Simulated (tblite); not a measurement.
Compound: C5H6F (doublet state).
Cartesian coordinates in Å at the GFN2-xTB level; atoms count from 1:
```xyz
12
C5H6F angstrom
C     -1.3991    0.8798   -0.5027
C     -0.7262   -0.1373    0.4053
F     -0.9650   -1.4281   -0.1291
C      0.7338    0.1032    0.5310
C      1.8393   -0.8257    0.7743
C      1.8319   -0.1967   -0.3923
H     -1.2854    1.8733   -0.0794
H     -2.4568    0.6501   -0.6027
H     -0.9380    0.8556   -1.4873
H     -1.1985   -0.1632    1.3960
H      2.2889   -1.5500    1.4093
H      2.2765   -0.0616   -1.3484
```

Structure optimised with GFN2-xTB, isolated species. This method treats the open shell by occupation alone, without spin polarisation.

Take the most abundant isotopes and a rigid rotor. The values belong to one conformer with, in the numbering `[CH3:1][C@@H:2]([F:3])[C:4]1=[CH:5][CH:6]1`, C1–C2–C4–C5 -151°.

**Question.** Give the principal moments of inertia and the rotational constants in cm⁻¹.

**Answer.** Ia = 74.86, Ib = 180.94, Ic = 215.34 u·Å²; 505379 MHz·u·Å²/I gives 6751, 2793 and 2347 MHz, that is A = 0.22519, B = 0.09317, C = 0.07829 cm⁻¹.

**Question.** Classify the top.

**Answer.** An asymmetric top. Ray's parameter κ = (2B − A − C)/(A − C) = -0.797; −1 is the prolate and +1 the oblate limit.

**Question.** Is it planar, by Δ = Ic − Ia − Ib?

**Answer.** Not planar: Δ = Ic − Ia − Ib = -40.46 u·Å². For a rigid frame Δ = −2 Σ m c², so Σ m c² = 20.23 u·Å² lies off the ab plane: 6.75 from hydrogen and 13.48 from heavier atoms. The atom farthest from that plane is 1.59 Å away.

**Question.** Where do the levels up to J = 3 lie, in cm⁻¹?

**Answer.** Above 0(0,0):
J = 1: 1(0,1) 0.1715, 1(1,1) 0.3035, 1(1,0) 0.3184
J = 2: 2(0,2) 0.5132, 2(1,2) 0.6315, 2(1,1) 0.6762, 2(2,1) 1.0722, 2(2,0) 1.0734
J = 3: 3(0,3) 1.0228, 3(1,3) 1.1228, 3(1,2) 1.2121, 3(2,2) 1.5866, 3(2,1) 1.5925, 3(3,1) 2.2846, 3(3,0) 2.2847

**Question.** Estimate the classical rotational partition function at 25 K, 50 K and 298.15 K.

**Answer.** Point group C1, symmetry number σ = 1; q = (√π/σ)·√((kT/h)³/(ABC)), k/h = 20836.6 MHz/K: 3170 at 25 K, 8960 at 50 K, 130000 at 298.15 K.

For this open shell read J as N, the rotation without spin; fine and hyperfine splittings come on top. Its GFN2-xTB frequencies are all real (lowest 48 cm⁻¹). Constants of a rigid frame at the computed geometry: no zero-point averaging, no centrifugal distortion.
